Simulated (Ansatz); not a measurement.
**SiP2 (triplet): wave-function methods side by side, cc-pVDZ**

One table from this session's results is given with a row withheld; the runs are named, their logs left out.

The runs use Ansatz 0.2.0, Gaussian basis; cc-pVDZ, core rule «outside noble gas», up to 15 orbitals frozen.

The runs, in order: UHF; CCSD(T) on ROHF; CCSD(T) on UHF; BCCD(T) on ROHF; CISD; CCSDT(Q) on ROHF; CCSDT(Q) on UHF; CASSCF and MRCISD+Q, 10 electrons in 10 orbitals; CASSCF and NEVPT4(SD), 10 electrons in 10 orbitals; CASSCF and NEVPT2, 10 electrons in 10 orbitals.

14 further runs of the same task are left out: 9 that didn't finish, 5 set aside as unsound or not needed.

## The geometry

The geometry is a PBE0/def2-TZVP stationary point (not a proven minimum) of the parent state, kept for this charge and spin.

3 atoms, charge 0, spin multiplicity 3.

Atoms are counted from 1 here; the program's logs count them from 0.

Bond lengths: P1–Si2 2.037 Å, Si2–P3 2.037 Å. Angles: P1–Si2–P3 180.0°.

Set-up of the first run:

in.yaml

```yaml
crystal:
  periodic: [false, false, false]
  atoms:
    - {symbol: P, position_ang: [0.000000, 0.000000, 2.037300]}
    - {symbol: Si, position_ang: [0.000000, 0.000000, 0.000000]}
    - {symbol: P, position_ang: [0.000000, 0.000000, -2.037300]}
basis:
  gaussian: {orbitals: cc-pVDZ}
magnetization: {spin_polarized: true, initial_magnetization: 2}
hamiltonian: {xc: hf}
output: {orbitals: {seedname: orbitals}}
```

Launch:

```
$ ansatz run in.yaml --threads 1 --pin off --events-out ev --progress --plain --max-ram 2393MiB
```

Steps of the session up to this table: UHF; CCSD(T) on ROHF; CCSD(T) on UHF; BCCD(T) on ROHF; CISD; CCSDT(Q) on ROHF; CCSDT(Q) on UHF; CASSCF and MRCISD+Q, 10 electrons in 10 orbitals; CASSCF and NEVPT4(SD), 10 electrons in 10 orbitals; CASSCF and NEVPT2, 10 electrons in 10 orbitals.

One of the session's tables, all rows but one given; the rest of the session is left out.

```
            method  from RCCSDT(Q) (kcal/mol)
               UHF                    +200.72
              RMP2                     +25.28
              UMP2                     +47.70
              CISD                     +49.31
             RCCSD                     +16.56
             UCCSD                          ?
          RCCSD(T)                      +2.42
          UCCSD(T)                      +3.44
           BCCD(T)                      +2.81
            RCCSDT                      +2.02
            UCCSDT                      +1.30
         RCCSDT(Q)                          0
         UCCSDT(Q)                      -0.14
    CASSCF valence                    +152.16
    NEVPT2 valence                     +31.04
NEVPT4(SD) valence                      +2.89
    MRCISD valence                     +18.18
  MRCISD+Q valence                      +1.44
```

Q: Estimate the row for UCCSD from the others.

**Answer.** from RCCSDT(Q) (kcal/mol): +14.19. In the column «from RCCSDT(Q) (kcal/mol)» it lies between UCCSD(T) (+3.44) and RCCSD (+16.56).

Left out of the table: ROHF (another determinant or state than the rows shown).

Caveats from the session: The determinant is far from a pure spin state, so its energy mixes those of several spin states (harmless only where they are near-degenerate, as at dissociation). The report flags that the cluster equations may have other roots. The program flags RCCSD(T), BCCD(T), RCCSDT(Q) as in doubt, so the zero of the table is itself unsure. Warnings: spin contamination; coupled cluster took another determinant than the lowest; large T1 diagnostic. Restricted and unrestricted rows rest on different reference determinants; where their highest levels disagree by more than a few hundredths of an eV, they describe different states and don't form one ladder.
